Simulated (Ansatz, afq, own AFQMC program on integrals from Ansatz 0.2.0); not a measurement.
## AlNH, quartet: AFQMC among the cluster methods

```xyz
3

Al    0.0000    0.0327    0.6365
N     0.0000   -0.1067   -1.0953
H     0.0000    0.6075   -1.8184
```

Connectivity, by distances: Al–NH.

Basis cc-pVTZ. Only valence electrons are correlated. Integrals, coupled cluster, full CI and functionals: Ansatz 0.2.0; the random walks run on the same integrals in our own AFQMC program. The CISD trial takes its coefficients from CCSD amplitudes. Released means that phaseless walkers are propagated on without the constraint, phases kept. Uncertainties: one standard error, sampling alone.

Determinant: UHF, the one that the program's search chose, which needn't be the lowest solution. The geometry is a PBE0/def2-TZVP stationary point of this or a neighbouring charge and spin state.

No full CI on the walks' own integrals is used here; CCSDT(Q) serves as the reference and is uncertain by about the last step of the cluster series.

Cautions: another spin lies lower; released walk and highest rung disagree (by 23 meV at 2.40 1/Eh).

The T1 diagnostic is 0.0244 and the weight of the determinant in the CISD state is 0.910. The ⟨S²⟩ of the determinant is 3.763 and the size of the correlated space is 9 electrons in 72 orbitals.

Reference: CCSDT(Q), correlation energy -6.247 eV. The released energy is read at 2.40 1/Eh (meV from the phaseless value at times in 1/Eh: -15 ± 5 at 0.24, -19 ± 4 at 0.51, -25 ± 5 at 0.99, -22 ± 6 at 1.62, -32 ± 8 at 2.40).

```csv
level,E − E(reference) (kJ/mol),share of correlation (%)
HF,602.8,0.00
MP2,78.4,86.99
CCSD,28.2,95.32
CCSD(T),6.5,98.92
CCSDT,2.5,99.59
ph-AFQMC/HF,7.2 ± 2.3,98.81
ph-AFQMC/CISD,5.4 ± 0.4,99.11
released AFQMC,2.2 ± 0.8,99.63
```

Released energies are given only where the last usable release times agree within the noise; a slower fall can still hide under it.
